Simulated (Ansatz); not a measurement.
# CH5N: the cost of one run

Computed with Ansatz 0.2.0 (the levels named in each step, unless a step's input says otherwise).

### Step 1. Starting point

Bond lengths: C1–N2 1.453 Å, C1–H3 1.090 Å, C1–H4 1.089 Å, C1–H5 1.100 Å, N2–H6 1.015 Å, N2–H7 1.015 Å. Angles: C1–N2–H6 110.2°, C1–N2–H7 110.2°, H6–N2–H7 107.6°, N2–C1–H3 108.6°, N2–C1–H4 108.6°, N2–C1–H5 114.4°, H3–C1–H4 108.4°, H3–C1–H5 108.4°, H4–C1–H5 108.3°.

As a file:

```xyz
7

C    -0.7199    0.1015    0.1116
N     0.6936   -0.0879   -0.1651
H    -1.2881   -0.6177   -0.4780
H    -1.0033    1.1052   -0.2029
H    -0.9967   -0.0210    1.1689
H     0.9829   -1.0206    0.1121
H     1.2467    0.5755    0.3669
```

### Step 2. A rough first relaxation, PBE-D4/def2-SVP

input.yaml reads:

```yaml
crystal:
  periodic: [false, false, false]
  atoms:
    - { symbol: C, position_ang: [-0.7199, 0.10152, 0.11157] }
    - { symbol: "N", position_ang: [0.69359, -0.08792, -0.16515] }
    - { symbol: H, position_ang: [-1.28809, -0.61769, -0.47798] }
    - { symbol: H, position_ang: [-1.00331, 1.10515, -0.20295] }
    - { symbol: H, position_ang: [-0.99673, -0.02098, 1.16894] }
    - { symbol: H, position_ang: [0.9829, -1.02056, 0.11214] }
    - { symbol: H, position_ang: [1.24673, 0.57553, 0.36694] }
magnetization:
  spin_polarized: true
  initial_magnetization: 1
total_charge: 1
basis:
  gaussian: { orbitals: def2-SVP }
hamiltonian:
  xc: pbe
  dispersion: d4
relax:
  f_tol: 0.03
  max_steps: 200
```

The run is started by

```
> ansatz run input.yaml --threads 4 --pin off --max-ram 10240MiB --backend cpu --events-out ev --progress --plain --runs-dir out
```

What time and memory should one allow on 4 threads of Intel Xeon at 2.50GHz (Skylake/Cascade Lake), shared host?

About 7.1 s, with a peak of 0.13 GiB.
